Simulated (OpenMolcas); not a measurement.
Worked example: vertical ionisation energy of CH2ClF (chlorofluoromethane)

The species is CH2ClF (5 atoms), meant as a singlet with charge 0. SMILES: `FCCl`. The coordinates come from a PBE0-D4/def2-TZVP relaxation.

Both states at this one shape; open shells run unrestricted unless said. 1 Eh = 27.2114 eV.

| level | program | singlet CH2ClF (Eh) | doublet CH2ClF+ (Eh) | HOMO of the first (eV) |
| --- | --- | --- | --- | --- |
| HF/STO-3G | OpenMolcas | -591.169311 | -590.804743 | -10.63 |
| PBE0/aug-cc-pVDZ | OpenMolcas | -599.073986 | -598.647196 | -8.89 |

Q: Work out the vertical ionisation energy at each level.

A: 
1. HF/STO-3G: -590.804743 − (-591.169311) = 0.364568 Eh = 9.92 eV; −ε(HOMO) = 10.63 eV.
2. PBE0/aug-cc-pVDZ: -598.647196 − (-599.073986) = 0.426790 Eh = 11.61 eV; −ε(HOMO) = 8.89 eV.

No measured value is set beside it here; the levels span 9.92 to 11.61 eV. In Hartree–Fock, −ε(HOMO) (Koopmans) exceeds the difference of totals by the orbital relaxation of the ion. Hartree–Fock favours the state with fewer electron pairs, since it lacks pair correlation. Minimal sets are far from the basis-set limit.
